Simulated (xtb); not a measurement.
xtb input:

```bash
xtb mol.xyz --gfn 1 --sp --chrg 1 --uhf 0
```
mol.xyz:
```
6

O     -1.05124578    -0.53895713    -0.04517009
C      0.22159526     0.58565329     0.00865797
O      1.25638181     0.13571604     0.12856953
H     -0.77813459    -1.47076695    -0.15085754
H     -0.30730441     1.53440276    -0.05254589
H     -1.88522068    -0.35162684    -0.51573992
```

### Question
What final total energy does it print?

### Answer
-12.56193 Eh (GFN1-xTB).

It need not be the lowest isomer of its formula.
